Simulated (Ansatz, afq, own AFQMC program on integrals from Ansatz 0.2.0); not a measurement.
**PN (singlet): AFQMC on the coupled-cluster ladder at distance N1–P2 = 1.327 Å, 6-31G**

One table from this session's results is given with a row withheld; the runs are named, their logs left out.

Computed with Ansatz 0.2.0, Gaussian basis, and an in-house AFQMC program (afq) on its integrals; all values are calculated. Level: 6-31G, frozen cores.

To be run: Full CI; PBE (unrestricted); r2SCAN (unrestricted); PBE0 (unrestricted); B3LYP (unrestricted); wB97M-V (unrestricted); B2PLYP (unrestricted); CCSD(T) on RHF; Full CI; CCSDT(Q) on RHF; CCSDTQ on RHF; Phaseless AFQMC, CISD trial on RHF; UHF.

10 further runs of the same task are left out: 1 for a known fault of the program, 9 that didn't finish.

**The system**

The geometry derives from a PBE0/def2-TZVP stationary point (not a proven minimum). One bond is set to the value named and the two fragments are kept rigid.

2 atoms, charge 0, spin multiplicity 1.

Atoms are counted from 1 here; the program's logs count them from 0.

Bond lengths: N1–P2 1.327 Å.

Coordinates:

```xyz
2
NP
N     0.00000    0.00000    0.00000
P     0.00000    0.00000    1.32700
```

Set-up of the first run:

in.yaml

```yaml
crystal:
  periodic: [false, false, false]
  atoms:
    - {symbol: N, position_ang: [0.000000, 0.000000, 0.000000]}
    - {symbol: P, position_ang: [0.000000, 0.000000, 1.327000]}
basis:
  gaussian: {orbitals: 6-31G}
correlation: {method: fci, electrons: outside_noble_gas}
```

Command:

```sh
$ ansatz run in.yaml --threads 1 --pin off --events-out ev --progress --plain --max-ram 16896MiB --backend cuda --devices 0, --max-vram 18GiB
```

Steps of the session up to this table: Full CI; PBE (unrestricted); r2SCAN (unrestricted); PBE0 (unrestricted); B3LYP (unrestricted); wB97M-V (unrestricted); B2PLYP (unrestricted); CCSD(T) on RHF; CCSDT(Q) on RHF; CCSDTQ on RHF; Phaseless AFQMC, CISD trial on RHF; UHF.

One of the session's tables, all rows but one given; the rest of the session is left out.

It belongs to the step «AFQMC on the ladder». On the RHF determinant, counted from full CI (exact for this spin and basis):

| level | from full CI (kcal/mol) |
| --- | --- |
| HF | +118.82 |
| MP2 | +0.81 |
| CCSD | +4.76 |
| CCSD(T) | +1.06 |
| CCSDT(Q) | -0.06 |
| CCSDTQ | +0.11 |
| full CI | 0.00 |
| Phaseless AFQMC, CISD trial, step 0.005, 4000 walkers | ? |

Estimate the missing values for Phaseless AFQMC, CISD trial, step 0.005, 4000 walkers.

As computed: from full CI (kcal/mol): +0.08. In the column «from full CI (kcal/mol)» it lies between full CI (0.00) and CCSDTQ (+0.11).

To keep in mind: On RHF the phaseless walk with the CISD trial lies +0.08 kcal/mol from full CI, within three error bars.
